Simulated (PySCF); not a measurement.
A geometry optimisation on `[F][Ti]([F])[F]` [radical].

Method: PBE0-D3(BJ)/def2-SVP geometry optimisation, gas phase (PySCF 2.14.0). Start geometry: GFN2-xTB. A driver script takes a list of jobs; this job's settings line and coordinates (Å) are shown.

Input:
```
{"job": {"xc": "PBE0", "basis": "def2-SVP", "d3": "d3bj", "grid": 1, "kind": "geom"}, "charge": 0, "multiplicity": 2}
F     -1.087880     2.013730    -0.103800
Ti     0.112110    -0.042620     0.276440
F      2.566900    -0.213330    -0.096070
F     -1.570660    -1.748240    -0.122280
```

Output:
```
step   0  E = -1148.05369936  max force = 0.085021
step   1  E = -1148.10040427  max force = 0.090591
step   2  E = -1148.18863970  max force = 0.095365
step   3  E = -1148.30793208  max force = 0.083282
step   4  E = -1148.33546535  max force = 0.103991
step   5  E = -1148.36165429  max force = 0.029321
step   6  E = -1148.36504293  max force = 0.010588
step   7  E = -1148.36431658  max force = 0.027172
step   8  E = -1148.36541283  max force = 0.003980
step   9  E = -1148.36544189  max force = 0.001803
step  10  E = -1148.36543182  max force = 0.004937
step  11  E = -1148.36545568  max force = 0.000639
step  12  E = -1148.36545672  max force = 0.000230
optimisation converged
```

Energies in Eh; «max force» is the largest Cartesian gradient component in Eh/bohr.

**Question.** At which steps does the energy rise by more than 1e-5 Eh?

**Answer.** At steps 7 (+0.73 mEh) and 10 (+0.01 mEh).

**Question.** Give the first gradient maximum in eV/Å.

**Answer.** With 1 Eh/bohr = 51.422 eV/Å, 4.372 eV/Å.

Summary of the converged run: final energy -1148.36546 Eh after 12 steps; dipole 0.02 D.

The run took 93 s on an x86-64 server with one thread, no GPU, on a shared host.
Labels such as C1 count atoms from 1, the log's own numbers from 0.

Neither the SCF state along the optimisation nor the shape of the open-shell metal species was proved the lowest: other solutions of the same spin, or a structure of lower symmetry, can lie below.
